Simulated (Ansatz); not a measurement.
# C2Si: geometry and frequencies at several levels

The task here is to estimate one member of a computed series from the others.

Method: the levels named in each step, in Ansatz 0.2.0.

### The structure to begin with

Bond lengths: C1–C2 1.324 Å, C1–Si3 1.910 Å, C2–Si3 1.910 Å. Angles: C1–C2–Si3 69.7°, C2–C1–Si3 69.7°, C1–Si3–C2 40.6°.

As a file:

```xyz
3

C    -1.0081    0.2577   -0.5366
C    -0.2006    1.1534    0.0105
Si    0.5169   -0.6035    0.2250
```

Set-up of the first run:

input.yaml reads:

```yaml
crystal:
  periodic: [false, false, false]
  atoms:
    - { symbol: C, position_ang: [-0.97525891, 0.26211636, -0.51774116] }
    - { symbol: C, position_ang: [-0.20526358, 1.11612264, 0.00389381] }
    - { symbol: Si, position_ang: [0.48874249, -0.57061901, 0.21272734] }
basis:
  gaussian: { orbitals: def2-TZVPP }
hamiltonian:
  xc: pbe0
  dispersion: d4
phonons: {}
```

Launch:

```
$ ansatz run input.yaml --threads 2 --pin off --max-ram 5120MiB --backend cpu --events-out ev --progress --plain --runs-dir out
```

Steps of the session up to this table: Frequencies, PBE0-D4/def2-TZVPP; Relaxation, PBE-D4/def2-TZVPP; Frequencies, PBE-D4/def2-TZVPP; Relaxation, r2SCAN-D4/def2-TZVPP; Frequencies, r2SCAN-D4/def2-TZVPP; Relaxation, B3LYP-D4/def2-TZVPP; Frequencies, B3LYP-D4/def2-TZVPP; Relaxation, B2PLYP/def2-TZVPP; Frequencies, B2PLYP/def2-TZVPP.

One table of the session follows, with a row left open; its other results are not shown here.

```
               level  C1–C2 (Å)  C1–Si3 (Å)  C2–Si3 (Å)  dipole (D)  highest frequency (cm⁻¹)
  PBE0-D4/def2-TZVPP     1.2627      1.8358      1.8359        2.36                      1845
   PBE-D4/def2-TZVPP     1.2738      1.8509      1.8509        2.27                      1770
r2SCAN-D4/def2-TZVPP          ?           ?           ?           ?                         ?
 B3LYP-D4/def2-TZVPP     1.2603      1.8441      1.8441        2.49                      1840
   B2PLYP/def2-TZVPP     1.2683      1.8426      1.8426        2.44                      1791
```

Q: Estimate the row for r2SCAN-D4/def2-TZVPP from the others.

As computed: C1–C2 (Å): 1.2654; C1–Si3 (Å): 1.8394; C2–Si3 (Å): 1.8394; dipole (D): 2.24; highest frequency (cm⁻¹): 1818. In the column «C1–C2 (Å)» it lies between PBE0-D4/def2-TZVPP (1.2627) and B2PLYP/def2-TZVPP (1.2683).
